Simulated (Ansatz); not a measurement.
Basis-set extrapolation for `C=C(C)C=O` (PBE0-D4/def2-TZVP geometry, frozen core, Ansatz 0.2.0). Multiplicity 1, RHF reference.

|  | def2-TZVPP | def2-QZVPP |
| --- | --- | --- |
| HF | -229.895580 | -229.905993 |
| MP2 correlation | -0.880618 | -0.940373 |
| CCSD(T) correlation | -0.953341 | not run |

Energies in hartree. Use E(X) = E(∞) + A·exp(−7.88·√X) for Hartree–Fock and E(X) = E(∞) + B·X^(−2.97) for correlation, with X = 3 and 4, and add CCSD(T) minus MP2 of the smaller set to the MP2 limit.

Problem. What is the CCSD(T) energy at the basis-set limit?

Solution. HF limit: -229.905993 + (-0.010413) × 0.13774 = -229.90743. MP2 limit: -0.940373 + (-0.059755) × 0.74074 = -0.98464. Higher-order term: -0.953341 − (-0.880618) = -0.07272. Total: -230.96479 hartree, 304.2 kJ/mol below CCSD(T)/def2-TZVPP.
